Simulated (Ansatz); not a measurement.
**SiH2O (singlet): B2PLYP, RPA-PBE over vertical spin and charge gaps and displaced geometries, cc-pVDZ**

Aim: run SiH2O (singlet) with these functionals over vertical spin and charge gaps and displaced geometries, and hold them against the top wave-function level at the same points.

Computed with Ansatz 0.2.0, Gaussian basis. Level: cc-pVDZ, all electrons in the functionals, frozen cores in the correlation of double hybrids and RPA.

To be run: B2PLYP, RPA-PBE, at charge 0, singlet; charge 0, triplet; charge 1, doublet; displaced geometry v1; displaced geometry v2.

23 further runs of the same task are left out: 8 for a known fault of the program, 7 that didn't finish, 8 set aside as unsound or not needed.

**1. What is computed**

The geometry is a PBE0/def2-TZVP stationary point (not a proven minimum).

4 atoms, charge 0, spin multiplicity 1.

Atoms are counted from 1 here; the program's logs count them from 0.

Bond lengths: Si1–O2 1.516 Å, Si1–H3 1.486 Å, Si1–H4 1.486 Å. Angles: O2–Si1–H3 124.0°, O2–Si1–H4 124.0°, H3–Si1–H4 111.9°.

Coordinates:

```xyz
4
H2OSi
Si    0.00000    0.00000    0.48969
O     0.00000    0.00000   -1.02611
H     0.00000    1.23091    1.32138
H     0.00000   -1.23091    1.32138
```

No dispersion term is added.

The geometry shown and the zero of energy belong to the point charge 0, singlet. The yardstick, RCCSDT(Q), and other wave-function levels (R restricted, U unrestricted, valence and pair active spaces) come from earlier runs.

**2. B2PLYP, charge 0, singlet**

Contents of in.yaml:

```yaml
crystal:
  periodic: [false, false, false]
  atoms:
    - {symbol: Si, position_ang: [0.000000, 0.000000, 0.489694]}
    - {symbol: O, position_ang: [0.000000, 0.000000, -1.026105]}
    - {symbol: H, position_ang: [0.000000, 1.230909, 1.321383]}
    - {symbol: H, position_ang: [0.000000, -1.230909, 1.321383]}
basis:
  gaussian: {orbitals: cc-pVDZ}
hamiltonian: {xc: {name: B2PLYP}}
correlation: {electrons: outside_noble_gas}
```

Run with:

```sh
ansatz run in.yaml --threads 1 --pin off --events-out ev --progress --plain --max-ram 2393MiB
```

Log:

```text
Functional definition: B2PLYP
  name "B2PLYP"
  cite "Grimme, J. Chem. Phys. 124, 034108 (2006) doi:10.1063/1.2148954"
  cite "Becke, Phys. Rev. A 38, 3098 (1988) doi:10.1103/PhysRevA.38.3098"
  cite "Lee, Yang & Parr, Phys. Rev. B 37, 785 (1988) doi:10.1103/PhysRevB.37.785"
  parameter a = 0.53
  parameter c = 0.27
  exchange = (1 - a)*b88_x + a*exact_x
  correlation = (1 - c)*lyp_c + c*(mp2_os + mp2_ss)
397 factors; integrals over basis functions are off by at most 1.2e-3 eV
mean field evaluation 1: about -9942.8696 eV, gradient 5.3e1 eV
mean field evaluation 2: about -9942.8700 eV, gradient 5.3e1 eV
mean field evaluation 4: about -9948.4643 eV, gradient 3.8e0 eV
mean field evaluation 8: about -9948.5161 eV, gradient 6.3e-2 eV
mean field evaluation 16: about -9948.5161 eV, gradient 6.2e-6 eV
mean field -9948.51613255 eV, -365.6012245247 hartree, gradient 6.2e-6 eV, S^2 0.000000; 0 other end points of the search recorded, 0 dependent functions left out
6 core orbitals not correlated: weight in the atoms' cores, before any rotation towards them, 1.000 or more for the frozen orbitals, at most 0.000 for the correlated occupied ones
reference -9948.51624694 eV, -365.6012287286 hartree; 6, 6 occupied and 30, 30 virtual orbitals, 397 factors
second order -10.01342309 eV of doubles, -0.00000000 eV of singles
Total energy: -9951.21987118 eV, -365.7005850866 hartree
```

Wall time 0.96 s (1 thread of Intel Xeon Platinum 8259CL at 2.50GHz, shared host).

**3. B2PLYP, charge 0, triplet**

in.yaml: that of step 2 with these lines changed.

```diff
@@ -9,2 +9,3 @@
   gaussian: {orbitals: cc-pVDZ}
+magnetization: {spin_polarized: true, initial_magnetization: 2}
 hamiltonian: {xc: {name: B2PLYP}}
```

The command is unchanged.

Log, cut to the lines that bear on the results:

```text
Functional definition: B2PLYP
  name "B2PLYP"
  cite "Grimme, J. Chem. Phys. 124, 034108 (2006) doi:10.1063/1.2148954"
  cite "Becke, Phys. Rev. A 38, 3098 (1988) doi:10.1103/PhysRevA.38.3098"
  cite "Lee, Yang & Parr, Phys. Rev. B 37, 785 (1988) doi:10.1103/PhysRevB.37.785"
[...]
397 factors; integrals over basis functions are off by at most 1.2e-3 eV
[...]
mean field -9945.15064114 eV, -365.4775449966 hartree, gradient 3.1e-6 eV, S^2 2.009412; 4 other end points of the search recorded, 0 dependent functions left out
6 core orbitals not correlated: weight in the atoms' cores, before any rotation towards them, 1.000 or more for the frozen orbitals, at most 0.000 for the correlated occupied ones
reference -9945.15076103 eV, -365.4775494025 hartree; 7, 5 occupied and 29, 31 virtual orbitals, 397 factors
second order -7.69407193 eV of doubles, -0.00000000 eV of singles
Total energy: -9947.22816045 eV, -365.5538924232 hartree
```

Run time: 3.7 s. Hardware: 1 thread of Intel Xeon Platinum 8259CL at 2.50GHz, shared host.

From the report: ⟨S²⟩ of the determinant 2.009 (pure triplet: 2.00).

From charge 0, singlet: +3.992 eV.

**4. B2PLYP, charge 1, doublet**

in.yaml: that of step 3 with these lines changed.

```diff
@@ -9,3 +9,4 @@
   gaussian: {orbitals: cc-pVDZ}
-magnetization: {spin_polarized: true, initial_magnetization: 2}
+total_charge: 1
+magnetization: {spin_polarized: true, initial_magnetization: 1}
 hamiltonian: {xc: {name: B2PLYP}}
```

Same command.

Log, cut to the lines that bear on the results:

```text
Functional definition: B2PLYP
  name "B2PLYP"
  cite "Grimme, J. Chem. Phys. 124, 034108 (2006) doi:10.1063/1.2148954"
  cite "Becke, Phys. Rev. A 38, 3098 (1988) doi:10.1103/PhysRevA.38.3098"
  cite "Lee, Yang & Parr, Phys. Rev. B 37, 785 (1988) doi:10.1103/PhysRevB.37.785"
[...]
397 factors; integrals over basis functions are off by at most 1.2e-3 eV
[...]
mean field -9938.52198884 eV, -365.2339465176 hartree, gradient 4.1e-6 eV, S^2 0.759272; 2 other end points of the search recorded, 0 dependent functions left out
6 core orbitals not correlated: weight in the atoms' cores, before any rotation towards them, 1.000 or more for the frozen orbitals, at most 0.000 for the correlated occupied ones
reference -9938.52209705 eV, -365.2339504942 hartree; 6, 5 occupied and 30, 31 virtual orbitals, 397 factors
second order -7.54256142 eV of doubles, -0.00000000 eV of singles
Total energy: -9940.55858863 eV, -365.3087901795 hartree
```

It took 2 s on 1 thread of Intel Xeon Platinum 8259CL at 2.50GHz, shared host.

From the report: ⟨S²⟩ of the determinant 0.759 (pure doublet: 0.75).

From charge 0, singlet: +10.661 eV.

**5. B2PLYP, displaced geometry v1**

Contents of in.yaml:

```yaml
crystal:
  periodic: [false, false, false]
  atoms:
    - {symbol: Si, position_ang: [0.000475, 0.005088, 0.495264]}
    - {symbol: O, position_ang: [-0.000358, -0.011055, -1.031688]}
    - {symbol: H, position_ang: [0.047606, 1.279165, 1.273187]}
    - {symbol: H, position_ang: [-0.055171, -1.245468, 1.302990]}
basis:
  gaussian: {orbitals: cc-pVDZ}
hamiltonian: {xc: {name: B2PLYP}}
correlation: {electrons: outside_noble_gas}
```

Launched as before.

Log, cut to the lines that bear on the results:

```text
Functional definition: B2PLYP
  name "B2PLYP"
  cite "Grimme, J. Chem. Phys. 124, 034108 (2006) doi:10.1063/1.2148954"
  cite "Becke, Phys. Rev. A 38, 3098 (1988) doi:10.1103/PhysRevA.38.3098"
  cite "Lee, Yang & Parr, Phys. Rev. B 37, 785 (1988) doi:10.1103/PhysRevB.37.785"
[...]
397 factors; integrals over basis functions are off by at most 1.2e-3 eV
[...]
mean field -9948.51362368 eV, -365.6011323254 hartree, gradient 5.4e-7 eV, S^2 0.000000; 0 other end points of the search recorded, 0 dependent functions left out
6 core orbitals not correlated: weight in the atoms' cores, before any rotation towards them, 1.000 or more for the frozen orbitals, at most 0.000 for the correlated occupied ones
reference -9948.51373857 eV, -365.6011365478 hartree; 6, 6 occupied and 30, 30 virtual orbitals, 397 factors
second order -10.06427253 eV of doubles, -0.00000000 eV of singles
Total energy: -9951.23109216 eV, -365.7009974501 hartree
```

It took 0.96 s on 1 thread of Intel Xeon Platinum 8259CL at 2.50GHz, shared host.

From charge 0, singlet: -0.011 eV.

**6. B2PLYP, displaced geometry v2**

Contents of in.yaml:

```yaml
crystal:
  periodic: [false, false, false]
  atoms:
    - {symbol: Si, position_ang: [0.059262, -0.000646, 0.485123]}
    - {symbol: O, position_ang: [-0.105612, 0.007728, -1.019082]}
    - {symbol: H, position_ang: [-0.028992, 1.206213, 1.320226]}
    - {symbol: H, position_ang: [0.054117, -1.310875, 1.338440]}
basis:
  gaussian: {orbitals: cc-pVDZ}
hamiltonian: {xc: {name: B2PLYP}}
correlation: {electrons: outside_noble_gas}
```

Launched as before.

Log, cut to the lines that bear on the results:

```text
Functional definition: B2PLYP
  name "B2PLYP"
  cite "Grimme, J. Chem. Phys. 124, 034108 (2006) doi:10.1063/1.2148954"
  cite "Becke, Phys. Rev. A 38, 3098 (1988) doi:10.1103/PhysRevA.38.3098"
  cite "Lee, Yang & Parr, Phys. Rev. B 37, 785 (1988) doi:10.1103/PhysRevB.37.785"
[...]
397 factors; integrals over basis functions are off by at most 1.3e-3 eV
[...]
mean field -9948.42948964 eV, -365.5980404564 hartree, gradient 4.5e-6 eV, S^2 0.000000; 0 other end points of the search recorded, 0 dependent functions left out
6 core orbitals not correlated: weight in the atoms' cores, before any rotation towards them, 1.000 or more for the frozen orbitals, at most 0.000 for the correlated occupied ones
reference -9948.42960529 eV, -365.5980447065 hartree; 6, 6 occupied and 30, 30 virtual orbitals, 397 factors
second order -10.03546443 eV of doubles, -0.00000000 eV of singles
Total energy: -9951.13918068 eV, -365.6976197657 hartree
```

It took 0.96 s on 1 thread of Intel Xeon Platinum 8259CL at 2.50GHz, shared host.

From charge 0, singlet: +0.081 eV.

**7. RPA-PBE, charge 0, singlet**

Contents of in.yaml:

```yaml
crystal:
  periodic: [false, false, false]
  atoms:
    - {symbol: Si, position_ang: [0.000000, 0.000000, 0.489694]}
    - {symbol: O, position_ang: [0.000000, 0.000000, -1.026105]}
    - {symbol: H, position_ang: [0.000000, 1.230909, 1.321383]}
    - {symbol: H, position_ang: [0.000000, -1.230909, 1.321383]}
basis:
  gaussian: {orbitals: cc-pVDZ}
hamiltonian: {xc: {name: PBE}}
correlation: {method: rpa, electrons: outside_noble_gas}
```

Launched as before.

Log, cut to the lines that bear on the results:

```text
Functional definition: PBE
  name "PBE"
  cite "Perdew, Burke & Ernzerhof, Phys. Rev. Lett. 77, 3865 (1996) doi:10.1103/PhysRevLett.77.3865"
  parent pbe
[...]
397 factors; integrals over basis functions are off by at most 1.2e-3 eV
[...]
mean field -9950.03776020 eV, -365.6571433097 hartree, gradient 5.0e-6 eV, S^2 0.000000; 0 other end points of the search recorded, 0 dependent functions left out
6 core orbitals not correlated: weight in the atoms' cores, before any rotation towards them, 1.000 or more for the frozen orbitals, at most 0.000 for the correlated occupied ones
reference -9929.44013396 eV, -364.9001945067 hartree; 6, 6 occupied and 30, 30 virtual orbitals, 397 factors
Total energy: -9942.20957643 eV, -365.3694628622 hartree
```

It took 0.96 s on 1 thread of Intel Xeon Platinum 8259CL at 2.50GHz, shared host.

**8. RPA-PBE, charge 0, triplet**

in.yaml: that of step 7 with these lines changed.

```diff
@@ -9,2 +9,3 @@
   gaussian: {orbitals: cc-pVDZ}
+magnetization: {spin_polarized: true, initial_magnetization: 2}
 hamiltonian: {xc: {name: PBE}}
```

Same command.

Log, cut to the lines that bear on the results:

```text
Functional definition: PBE
  name "PBE"
  cite "Perdew, Burke & Ernzerhof, Phys. Rev. Lett. 77, 3865 (1996) doi:10.1103/PhysRevLett.77.3865"
  parent pbe
[...]
397 factors; integrals over basis functions are off by at most 1.2e-3 eV
[...]
mean field -9946.35420699 eV, -365.5217752259 hartree, gradient 2.9e-6 eV, S^2 2.003819; 6 other end points of the search recorded, 0 dependent functions left out
6 core orbitals not correlated: weight in the atoms' cores, before any rotation towards them, 1.000 or more for the frozen orbitals, at most 0.000 for the correlated occupied ones
reference -9926.12509852 eV, -364.7783692014 hartree; 7, 5 occupied and 29, 31 virtual orbitals, 397 factors
Total energy: -9938.31671598 eV, -365.2264028793 hartree
```

Wall time 3.4 s (1 thread of Intel Xeon Platinum 8259CL at 2.50GHz, shared host).

From the report: ⟨S²⟩ of the determinant 2.004 (pure triplet: 2.00).

From charge 0, singlet: +3.893 eV.

**9. RPA-PBE, charge 1, doublet**

in.yaml: that of step 8 with these lines changed.

```diff
@@ -9,3 +9,4 @@
   gaussian: {orbitals: cc-pVDZ}
-magnetization: {spin_polarized: true, initial_magnetization: 2}
+total_charge: 1
+magnetization: {spin_polarized: true, initial_magnetization: 1}
 hamiltonian: {xc: {name: PBE}}
```

Same command.

Log, cut to the lines that bear on the results:

```text
Functional definition: PBE
  name "PBE"
  cite "Perdew, Burke & Ernzerhof, Phys. Rev. Lett. 77, 3865 (1996) doi:10.1103/PhysRevLett.77.3865"
  parent pbe
[...]
397 factors; integrals over basis functions are off by at most 1.2e-3 eV
[...]
mean field -9939.47071139 eV, -365.2688114283 hartree, gradient 7.9e-6 eV, S^2 0.756061; 5 other end points of the search recorded, 0 dependent functions left out
6 core orbitals not correlated: weight in the atoms' cores, before any rotation towards them, 1.000 or more for the frozen orbitals, at most 0.000 for the correlated occupied ones
reference -9919.72933493 eV, -364.5433292248 hartree; 6, 5 occupied and 30, 31 virtual orbitals, 397 factors
Total energy: -9931.62031325 eV, -364.9803146181 hartree
```

Run time: 3 s. Hardware: 1 thread of Intel Xeon Platinum 8259CL at 2.50GHz, shared host.

From the report: ⟨S²⟩ of the determinant 0.756 (pure doublet: 0.75).

From charge 0, singlet: +10.589 eV.

**10. RPA-PBE, displaced geometry v1**

Contents of in.yaml:

```yaml
crystal:
  periodic: [false, false, false]
  atoms:
    - {symbol: Si, position_ang: [0.000475, 0.005088, 0.495264]}
    - {symbol: O, position_ang: [-0.000358, -0.011055, -1.031688]}
    - {symbol: H, position_ang: [0.047606, 1.279165, 1.273187]}
    - {symbol: H, position_ang: [-0.055171, -1.245468, 1.302990]}
basis:
  gaussian: {orbitals: cc-pVDZ}
hamiltonian: {xc: {name: PBE}}
correlation: {method: rpa, electrons: outside_noble_gas}
```

Same command.

Log, cut to the lines that bear on the results:

```text
Functional definition: PBE
  name "PBE"
  cite "Perdew, Burke & Ernzerhof, Phys. Rev. Lett. 77, 3865 (1996) doi:10.1103/PhysRevLett.77.3865"
  parent pbe
[...]
397 factors; integrals over basis functions are off by at most 1.2e-3 eV
[...]
mean field -9950.06316986 eV, -365.6580770974 hartree, gradient 5.3e-7 eV, S^2 0.000000; 1 other end points of the search recorded, 0 dependent functions left out
6 core orbitals not correlated: weight in the atoms' cores, before any rotation towards them, 1.000 or more for the frozen orbitals, at most 0.000 for the correlated occupied ones
reference -9929.41865937 eV, -364.8994053300 hartree; 6, 6 occupied and 30, 30 virtual orbitals, 397 factors
Total energy: -9942.22788775 eV, -365.3701357906 hartree
```

Wall time 1.2 s (1 thread of Intel Xeon Platinum 8259CL at 2.50GHz, shared host).

From charge 0, singlet: -0.018 eV.

**11. RPA-PBE, displaced geometry v2**

Contents of in.yaml:

```yaml
crystal:
  periodic: [false, false, false]
  atoms:
    - {symbol: Si, position_ang: [0.059262, -0.000646, 0.485123]}
    - {symbol: O, position_ang: [-0.105612, 0.007728, -1.019082]}
    - {symbol: H, position_ang: [-0.028992, 1.206213, 1.320226]}
    - {symbol: H, position_ang: [0.054117, -1.310875, 1.338440]}
basis:
  gaussian: {orbitals: cc-pVDZ}
hamiltonian: {xc: {name: PBE}}
correlation: {method: rpa, electrons: outside_noble_gas}
```

The command is unchanged.

Log, cut to the lines that bear on the results:

```text
Functional definition: PBE
  name "PBE"
  cite "Perdew, Burke & Ernzerhof, Phys. Rev. Lett. 77, 3865 (1996) doi:10.1103/PhysRevLett.77.3865"
  parent pbe
[...]
397 factors; integrals over basis functions are off by at most 1.3e-3 eV
[...]
mean field -9949.98310936 eV, -365.6551349282 hartree, gradient 4.4e-6 eV, S^2 0.000000; 2 other end points of the search recorded, 0 dependent functions left out
6 core orbitals not correlated: weight in the atoms' cores, before any rotation towards them, 1.000 or more for the frozen orbitals, at most 0.000 for the correlated occupied ones
reference -9929.33460277 eV, -364.8963163072 hartree; 6, 6 occupied and 30, 30 virtual orbitals, 397 factors
Total energy: -9942.13452804 eV, -365.3667048848 hartree
```

Run time: 1.3 s. Hardware: 1 thread of Intel Xeon Platinum 8259CL at 2.50GHz, shared host.

From charge 0, singlet: +0.075 eV.

**12. The comparison**

The yardstick is RCCSDT(Q), where the cluster series has nearly closed. It comes from earlier runs at the same points. Energies in eV, counted from charge 0, singlet; blanks weren't run or aren't comparable.

| level | singlet to triplet | ionisation to the doublet cation | displacement v1 | displacement v2 |
| --- | --- | --- | --- | --- |
| RCCSDT(Q) | 3.989 | 10.507 | -0.014 | 0.080 |
| B2PLYP | 3.992 | 10.661 | -0.011 | 0.081 |
| RPA-PBE | 3.893 | 10.589 | -0.018 | 0.075 |

Largest miss and mean time a point (RCCSDT(Q) took 15 s a point; shared hosts):

```csv
level,largest miss (eV),where,time a point
B2PLYP,+0.155,ionisation to the doublet cation,1.7 s
RPA-PBE,-0.096,singlet to triplet,1.9 s
```

**13. Results**

| quantity | value |
| --- | --- |
| singlet to triplet, RCCSDT(Q) | 3.989 eV |
| ionisation to the doublet cation, RCCSDT(Q) | 10.507 eV |
| displacement v1, RCCSDT(Q) | -0.014 eV |
| displacement v2, RCCSDT(Q) | 0.080 eV |
| largest miss, B2PLYP | +0.155 eV (ionisation to the doublet cation) |
| largest miss, RPA-PBE | -0.096 eV (singlet to triplet) |

**Reading.** Of the functionals, RPA-PBE keep the smallest largest miss at the points compared (at most 0.096 eV) and B2PLYP strays most (0.155 eV, at ionisation to the doublet cation). Functionals and the yardstick converge differently with the basis, so part of each miss in cc-pVDZ is the basis.
